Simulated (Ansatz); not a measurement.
Born–Oppenheimer molecular dynamics of CH$_{4}$BF (7 atoms, charge 0, multiplicity 1). It starts at the highest image of a converged band. Of that band: Neighbouring images differ by up to 2.1 eV, so the band resolves the path poorly. A vibrational analysis at the climbing image gives one clearly imaginary mode, 1504i cm⁻¹: a first-order saddle point.

All numbers below come from RKS B3LYP-D4/def2-SVP in Ansatz 0.2.0.

```yaml
ensemble: NVE (velocity Verlet)
time_step: 0.5 fs
steps_asked: 200
starting_velocities_drawn_for: 100 K
seed: 8068
```

First frame:

```xyz
7
Properties=species:S:1:pos:R:3
B -0.269 0.049 0.433
H 0.680 0.326 1.159
C 1.759 0.021 0.089
H 1.839 -1.037 -0.203
H 1.762 0.695 -0.781
H 2.543 0.295 0.809
F -0.675 -0.350 -0.735
```

Task: How far do the bonds stretch over the last three quarters of this one trajectory? (Pairs bonded in most of those frames.)

Result: 
```tsv
bond	mean (Å)	spread (Å)	shortest	longest
B1–F7	1.285	0.005	1.28	1.30
H2–C3	1.126	0.093	0.97	1.28
C3–H4	1.102	0.030	1.05	1.16
C3–H5	1.104	0.035	1.04	1.16
C3–H6	1.105	0.033	1.03	1.19
```

Mean temperature of the second half: 2854 K. The conserved energy stayed within 0.85 meV per atom of its start (net change -0.0071 meV per atom), so the integration is sound. The kinetic energy rose, since the run started high on the potential surface and went downhill. It ends in pieces (BF + CH4), so much of that is their flight and rotation, not heat. A run of 0.1 ps of so small a system gives no equilibrium averages. The orbitals stay closed-shell, which can raise the energy where a bond breaks towards radicals; this wasn't checked here.

The run took 100 s on 1 thread of AMD EPYC 9R45 96-Core Processor (Zen 5), with other jobs on the host, peak memory 0.12 GiB.
